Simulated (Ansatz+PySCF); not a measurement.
The numbers below are computed, except where a source is named.
# Several solutions for doublet H₃O₂ in separate pieces

```json
{"atom": "O", "x (Å)": "0.0000", "y (Å)": "0.0000", "z (Å)": "-0.1197"}
{"atom": "H", "x (Å)": "0.0000", "y (Å)": "0.7542", "z (Å)": "0.4787"}
{"atom": "H", "x (Å)": "0.0000", "y (Å)": "-0.7542", "z (Å)": "0.4787"}
{"atom": "O", "x (Å)": "10.0000", "y (Å)": "0.0000", "z (Å)": "-0.1085"}
{"atom": "H", "x (Å)": "10.0000", "y (Å)": "0.0000", "z (Å)": "0.8679"}
```

Basis set: cc-pVDZ (spherical functions). Charge 0, multiplicity 2.

CASSCF(3,3) was run from several starts with Ansatz (development build ahead of 0.2.0) and PySCF 2.14.0. The starts are those of the Hartree–Fock orbitals from which the active space was taken at the frontier.

```
run  program                        start  converged  energy (hartree)  <S²>
  A    PySCF             program defaults        yes        -151.42153  0.75
  B   Ansatz      stability test followed        yes        -151.43729  0.75
  C   Ansatz  search for the lowest state        yes        -151.43729  0.75
  D   Ansatz      atomic start, no search        yes        -151.43729  0.75
```

Problem. Which runs reached the lowest solution of this kind, and what is wrong with the others?

Solution. B, C, D reached the lowest solution found. Converged but too high: A by 0.43 eV. Convergence only shows a stationary point; in CASSCF the end hangs on which orbitals enter the active space. Caution: other starts end on other solutions of this active space.
